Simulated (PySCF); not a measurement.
Reaction (SMILES): O(F)F + H+ → F[OH+]F
B3LYP-D3(BJ)/def2-TZVP geometries, fixed; electronic energies without zero-point terms; positive where energy is released.

Effect of the atomic grid (radial, angular points) at B3LYP/def2-SVP with PySCF, against the last row, where the proton affinity is 113.01 kcal/mol. The proton sits at the site shown, which need not be the one that binds it best. Cost is core time over that of atom_grid: 75, 302, unpruned, rough, on shared machines of one kind; a dash marks a row that isn't timed (too short, read off another run, short of memory, by another algorithm or on other hardware).

| setting | grid points, largest species | largest shift of a total energy (mEh) | shift of the proton affinity (kcal/mol) | cost |
|---|---|---|---|---|
| atom_grid: 30, 110, unpruned | 13200 | -0.127 | -0.036 | - |
| atom_grid: 50, 194, unpruned | 38800 | -0.024 | 0.024 | 0.5× |
| atom_grid: 75, 302, unpruned | 90600 | 0.012 | -0.015 | 1× |
| atom_grid: 99, 590, unpruned | 233640 | 0.000 | 0.000 | 2× |
| atom_grid: 150, 974, unpruned | 584400 | 0.000 | 0.000 | 4× |

Within 0.02 kcal/mol in the proton affinity: atom_grid: 75, 302, unpruned; atom_grid: 99, 590, unpruned. The largest shift is 0.127 mEh in a total energy and 0.036 kcal/mol in the difference.
